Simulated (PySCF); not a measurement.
CFCl3: calculation against experiment

**The experiment to reproduce.**

From NIST CCCBDB Release 22 (SRD 101), experimental dipoles, for the gas: dipole moment (microwave Stark effect, vibrational ground state) 0.46 ± 0.02 D.

How close the calculation comes is told at the end.

CFCl3.
SMILES with atom numbers: `[F:1][C:2]([Cl:3])([Cl:4])[Cl:5]`

Structure used (GFN2-xTB), in Å, numbered top down from 1:
```
atom  x, y, z in Å
F1     0.0603   -0.1410    1.3961
C2     0.0046   -0.0063    0.0667
Cl3   -0.4579    1.6606   -0.3126
Cl4    1.6028   -0.3706   -0.6039
Cl5   -1.2011   -1.1397   -0.5634
```

Runs made with PySCF (gas phase, on this GFN2-xTB geometry; no spin–orbit coupling):

```tsv
level	job	basis functions
B97-2/6-31++G**	shieldings	102
BHandHLYP/6-31++G**	shieldings	102
CAM-B3LYP/6-31++G**	shieldings	102
HCTH407/6-31++G**	shieldings	102
HSE06/6-31++G**	shieldings	102
LC-wPBE/6-31++G**	shieldings	102
OLYP/6-31++G**	shieldings	102
WP04/6-31++G**	shieldings	102
mPW1PW91/6-31++G**	shieldings	102
revPBE/6-31++G**	shieldings	102
wB97X-D/6-31++G**	shieldings	102
wB97X/6-31++G**	shieldings	102
```

All basis functions are spherical.

**Comparison with experiment**

**Dipole moment.** Measured: 0.46 D (NIST CCCBDB Release 22 (SRD 101), experimental dipoles).

```csv
level,computed (D),computed − measured (D),% (from the printed values)
B97-2/6-31++G**,0.38,-0.08,-17
BHandHLYP/6-31++G**,0.49,+0.03,+7
CAM-B3LYP/6-31++G**,0.45,-0.01,-2
HCTH407/6-31++G**,0.31,-0.15,-33
HSE06/6-31++G**,0.39,-0.07,-15
LC-wPBE/6-31++G**,0.39,-0.07,-15
OLYP/6-31++G**,0.30,-0.16,-35
WP04/6-31++G**,0.50,+0.04,+9
mPW1PW91/6-31++G**,0.40,-0.06,-13
revPBE/6-31++G**,0.30,-0.16,-35
wB97X-D/6-31++G**,0.40,-0.06,-13
wB97X/6-31++G**,0.40,-0.06,-13
```

The computed dipoles belong to one fixed geometry; measured ones are averaged over vibrations unless marked μe. Magnitudes are compared, not signs.

No measured geometry was used, and the causes of the misses weren't examined.
